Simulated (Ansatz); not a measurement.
A made-up structure of C2H5Si, doublet:

C1  (-0.040, 0.604, -0.409)
Si2  (-1.578, 0.512, -1.048)
C3  (0.714, -0.647, 0.743)
H4  (-2.877, 0.483, -1.621)
H5  (0.596, 1.419, -0.647)
H6  (0.990, -0.178, 1.691)
H7  (1.620, -1.074, 0.306)
H8  (0.005, -1.451, 0.940)
(Å)

It is relaxed with PBE-D4/def2-SVP and then PBE0-D4/def2-TZVP (Ansatz 0.2.0). Atoms count as bonded within 1.22 times the sum of their covalent radii (H–H: 0.88 Å). The end point is not checked to be a true minimum.

(1) Does its bonding change? (Judge from chemistry; the calculation decides.)

Results:

(1) Computed: Yes. Formed: C1–C3; broken: none.

Where it ends: The first stage lowers the energy by 2.08 eV in 14 steps. It ends as C₂H₅Si ([CH3][CH][SiH]):
C1  (-0.192, 0.287, -0.249)
Si2  (-1.935, 0.139, -0.560)
C3  (0.669, -0.547, 0.629)
H4  (-2.121, 0.842, -1.886)
H5  (0.250, 1.243, -0.544)
H6  (1.015, 0.005, 1.511)
H7  (1.575, -0.844, 0.086)
H8  (0.168, -1.456, 0.967)
(Å)

Labels in which every atom is bracketed show which atoms are joined, not bond orders.

For scale, one of the runs: PBE0-D4/def2-TZVP relaxation, 129 basis functions, launched by `ansatz run in.yaml --threads 2 --pin off --events-out ev --progress --plain --max-ram 4352MiB`. The run took about 56 s on 2 CPU threads of an Arm Neoverse N1 (shared host).
